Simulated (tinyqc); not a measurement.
Worked calculation: CCD on RHF in the sto-6g basis, for OH-, spin multiplicity 1. The basis has no diffuse functions, so it cannot describe the extra electron: this is an exercise in the method, not the real anion. One step of it, computed by the program tinyqc.

Question. CCD: starting amplitudes. t_ij^ab = <ij||ab> / (e_i + e_j - e_a - e_b), whose energy is MP2.

orbital energies (hartree): MO1 -19.796138, MO2 -0.603944, MO3 0.086793, MO4 0.160193, MO5 0.160193, MO6 0.913917

Two-electron integrals over orbitals (pq|rs), unique and non-zero (hartree):
```
(11|11) 4.763948    (21|11) -0.469180   (21|21) 0.074101    (22|11) 1.089639
(22|21) -0.020906   (22|22) 0.757251    (31|11) 0.121806    (31|21) -0.019468
(31|22) 0.005662    (31|31) 0.011352    (32|11) -0.162272   (32|21) 0.005461
(32|22) -0.071653   (32|31) 0.008586    (32|32) 0.099503    (33|11) 0.621056
(33|21) -0.004530   (33|22) 0.525035    (33|31) 0.000036    (33|32) 0.033451
(33|33) 0.611299    (41|41) 0.026646    (42|41) 0.034898    (42|42) 0.163787
(43|41) -0.008218   (43|42) -0.034141   (43|43) 0.022845    (44|11) 1.117098
(44|21) -0.012634   (44|22) 0.783062    (44|31) 0.003173    (44|32) -0.088096
(44|33) 0.505882    (44|44) 0.880663    (51|51) 0.026646    (52|51) 0.034898
(52|52) 0.163787    (53|51) -0.008218   (53|52) -0.034141   (53|53) 0.022845
(54|54) 0.047461    (55|11) 1.117098    (55|21) -0.012634   (55|22) 0.783062
(55|31) 0.003173    (55|32) -0.088096   (55|33) 0.505882    (55|44) 0.785741
(55|55) 0.880663    (61|11) -0.095753   (61|21) 0.015037    (61|22) -0.003908
(61|31) 0.007747    (61|32) 0.019350    (61|33) -0.002812   (61|44) -0.002512
(61|55) -0.002512   (61|61) 0.025010    (62|11) 0.122389    (62|21) -0.004273
(62|22) 0.061706    (62|31) 0.015477    (62|32) 0.061928    (62|33) 0.004529
(62|44) 0.067073    (62|55) 0.067073    (62|61) 0.025306    (62|62) 0.115590
(63|11) 0.316920    (63|21) -0.004398   (63|22) 0.176715    (63|31) -0.002096
(63|32) -0.094133   (63|33) -0.039532   (63|44) 0.188480    (63|55) 0.188480
(63|61) -0.007209   (63|62) 0.011550    (63|63) 0.188251    (64|41) 0.006230
(64|42) 0.025454    (64|43) 0.016408    (64|64) 0.037909    (65|51) 0.006230
(65|52) 0.025454    (65|53) 0.016408    (65|65) 0.037909    (66|11) 0.946501
(66|21) -0.011216   (66|22) 0.678310    (66|31) 0.008239    (66|32) -0.006142
(66|33) 0.587626    (66|44) 0.672244    (66|55) 0.672244    (66|61) 0.007650
(66|62) 0.070546    (66|63) 0.092044    (66|66) 0.703394
```

Give: Starting amplitudes; correlation energy.

Answer.

Starting amplitudes (spin orbitals 1a, 1b, ...; amplitudes related by a flip of all spins are not repeated):
```
from      to         t
3a 3b  6a 6b   -0.1138
2a 2b  6a 6b   -0.0381
5a 5b  6a 6b   -0.0251
4a 4b  6a 6b   -0.0251
2a 3b  6a 6b   -0.0049
1a 2b  6a 6b   -0.0011
1a 1b  6a 6b   -0.0006
1a 3b  6a 6b  3.35e-04
```

correlation energy = -0.027922 hartree
